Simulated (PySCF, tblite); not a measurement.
**C₄H₆N₂: geometry, infrared bands, NMR shifts and spin-spin couplings**

Wanted: the infrared bands, NMR shifts and spin-spin couplings of C₄H₆N₂ (`[H]/N=C\C(C=C)=N\[H]`), by calculation.

The runs use tblite 0.8.0 and PySCF 2.14.0, with density-fitted response routines of our own; the level of theory stands in each step. All values are computed, except where a source is named. Atoms are numbered from 0 throughout.

**1. Starting geometry**

12 atoms, charge 0, multiplicity 1; geometry from: force field or distance geometry start.

Bonds of the start (Å): C0–C1 1.35, C1–C2 1.48, C2–N3 1.29, C2–C4 1.52, C4–N5 1.29, C0–H6 1.09, C0–H7 1.08, C1–H8 1.08, N3–H9 1.02, C4–H10 1.11, N5–H11 1.04.

**2. Optimising the geometry with GFN2-xTB**

The job: settings as JSON, then the geometry in Å.

```
{"job": {"kind": "relax", "xc": "GFN2-xTB", "basis": "xTB"}, "charge": 0, "multiplicity": 1}
C      1.961200     0.784900    -0.098800
C      0.960300    -0.019000    -0.506300
C     -0.371300    -0.051300     0.135000
N     -0.803100     0.681000     1.109500
C     -1.369900    -1.034900    -0.448000
N     -2.569600    -1.125700     0.023900
H      1.856800     1.499300     0.712700
H      2.922700     0.762500    -0.594900
H      1.138500    -0.712500    -1.320200
H     -0.078500     1.307400     1.456400
H     -1.025500    -1.655000    -1.297300
H     -2.620500    -0.437500     0.801900
```

Command:

```console
OMP_NUM_THREADS=1 python probes_run.py task.json out
```

The driver reads the jobs from task.json and runs them one after another.

**Question.** This job is followed by: GFN2-xTB harmonic vibrations, gas phase; GIAO PBE0/pcSseg-1 NMR shielding, non-relativistic, gas phase; B3LYP/pcJ-1 indirect spin-spin coupling, non-relativistic, gas phase. What will the session give for the following? strongest single infrared mode (GFN2-xTB); zero-point energy (GFN2-xTB); 13C shifts against TMS (PBE0/pcSseg-1); 1H shifts against TMS (PBE0/pcSseg-1); 15N shifts against NH3 (PBE0/pcSseg-1); surface potential, 1st and 99th percentile; largest coupling of the table (B3LYP/pcJ-1).

The runs gave:

```
                                   quantity                                     value
  strongest single infrared mode (GFN2-xTB)                     1243 cm⁻¹, 114 km/mol
               zero-point energy (GFN2-xTB)                             58.2 kcal/mol
     13C shifts against TMS (PBE0/pcSseg-1)            169.3, 162.2, 137.0, 132.2 ppm
      1H shifts against TMS (PBE0/pcSseg-1)  13.56, 11.81, 8.13, 6.50, 6.34, 6.14 ppm
     15N shifts against NH3 (PBE0/pcSseg-1)                          383.7, 333.3 ppm
      surface potential, 1st and 99th percentile                        -1.96 V and 1.75 V
largest coupling of the table (B3LYP/pcJ-1)                  1J(C,H) C4–H10, 179.1 Hz
```

In words: Over 31 steps the energy fell by 0.168 eV; of the close pairs, C4–N5 changed most, 1.292 to 1.255 Å. The lowest mode is imaginary (50i cm⁻¹), so the xTB geometry is not a minimum. The strongest single mode, at 1243 cm⁻¹, is carried by H9, H8, C2. Unscaled tight-binding wavenumbers are off by several per cent, some by more. Its intensities can rank the bands wrongly. At PBE0/pcSseg-1: Shielding is most anisotropic at N5 (span 782 ppm, paramagnetic term -439 ppm). At PBE0/pcSseg-1, counted by nearest atom on the grid, the HOMO lies on N5 59 %; H11 11 %, the LUMO on N3 22 %; C0, C2 about 17 % each. Of the pairs tabulated at B3LYP/pcJ-1, C4–H10 couples most strongly (179.1 Hz; Fermi contact 178.5 Hz). Couplings across rotatable bonds belong to this one conformer; where others are populated, the observed values are averages.
